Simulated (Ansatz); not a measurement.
Barrier from H2 (molecular hydrogen, SMILES [H][H]) + O (triplet) to the saddle point below; all geometries are those of the HTBH38 set.
```
O
H 1 1.1893
H 2 0.9116 1 180.00
```
Charge 0, spin multiplicity 3.

Quantity: barrier height (electronic, no zero-point energy), in kcal/mol. Radicals and triplets start from unrestricted determinants; spin-orbit coupling is neglected. CBS(X,Y): correlation extrapolated as X^-3, Hartree-Fock from the larger set. A bracket is a step between two methods taken in the basis named. The functionals are non-relativistic, so their misses hold any scalar relativity. Double hybrids freeze cores in their MP2 part. '+ core + X2C': CCSD(T) terms for core correlation (cc-pwCVTZ) and scalar relativity (cc-pVTZ-DK). For partners of very few electrons the exact lower level stands in for a higher one. The UHF reference of H2O (saddle point or complex, triplet) is spin-contaminated (<S^2> up to 0.06 over the pure value in the sets run).

Published benchmark value: 13.1 kcal/mol (Zhao et al., J. Phys. Chem. A 109, 2012 (2005), HTBH38), a best estimate, not a measurement.

### Question
How far off this value is PBE/def2-TZVPD (Ansatz, a first-principles code), in which direction, and which of these levels come nearer: r2SCAN/def2-TZVPD, B3LYP/def2-TZVPD, PBE0/def2-TZVPD, wB97M-V/def2-TZVPD, B2PLYP/def2-TZVPD, CCSD(T)/CBS(aug-cc-pVTZ,aug-cc-pVQZ) + core + X2C?

### Answer
PBE gives -1.3 kcal/mol, 14.4 kcal/mol below it. Differences of the others: r2SCAN/def2-TZVPD (Ansatz) -10.6; B3LYP/def2-TZVPD (Ansatz) -6.8; PBE0/def2-TZVPD (Ansatz) -7.1; wB97M-V/def2-TZVPD (Ansatz) -3.0; B2PLYP/def2-TZVPD (Ansatz) -2.8; CCSD(T)/CBS(aug-cc-pVTZ,aug-cc-pVQZ) + core + X2C (Ansatz) -0.2; CCSD(T)/CBS(aug-cc-pVTZ,aug-cc-pVQZ) + [CCSDT(Q) - CCSD(T)]/aug-cc-pVTZ + [CCSDTQ - CCSDT(Q)]/aug-cc-pVDZ + core + X2C (Ansatz) -0.5 kcal/mol. Nearer than PBE: r2SCAN/def2-TZVPD, B3LYP/def2-TZVPD, PBE0/def2-TZVPD, wB97M-V/def2-TZVPD, B2PLYP/def2-TZVPD, CCSD(T)/CBS(aug-cc-pVTZ,aug-cc-pVQZ) + core + X2C, CCSD(T)/CBS(aug-cc-pVTZ,aug-cc-pVQZ) + [CCSDT(Q) - CCSD(T)]/aug-cc-pVTZ + [CCSDTQ - CCSDT(Q)]/aug-cc-pVDZ + core + X2C.
